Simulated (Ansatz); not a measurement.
A made-up structure of CH2NSi (charge +1), singlet:

```csv
atom,x (Å),y (Å),z (Å)
C1,0.1283,0.0388,0.2104
Si2,-1.7237,-0.6453,0.4171
N3,1.2036,0.4304,0.2340
H4,0.7869,-0.7890,0.2786
H5,2.1516,0.7763,0.2356
```

It is relaxed with PBE-D4/def2-SVP and then PBE0-D4/def2-TZVP (Ansatz 0.2.0). Atoms count as bonded within 1.22 times the sum of their covalent radii (H–H: 0.88 Å). The end point is not checked to be a true minimum.

Question: Does its bonding change? (A judgement: the text doesn't fix the answer.)

Answer: The calculation gives: Yes. Formed: Si2–H4; broken: C1–H4.

Where it ends: The first stage lowers the energy by 4.11 eV in 16 steps. It ends as CH₂NSi ([NH][C][SiH]), total charge +1:
```
5
angstrom
C 0.5060 0.2116 0.2740
Si -1.2569 -0.6970 0.3589
N 1.4491 0.8585 0.2278
H -0.4429 -1.9747 0.3283
H 2.2914 1.4127 0.1866
```

Labels in which every atom is bracketed show which atoms are joined, not bond orders.

For scale, one of the runs: PBE0-D4/def2-TZVP relaxation, 111 basis functions, launched by `ansatz run in.yaml --threads 2 --pin off --events-out ev --progress --plain --max-ram 4352MiB`. The run took about 8 s on 2 CPU threads of an Arm Neoverse V2 (shared host).
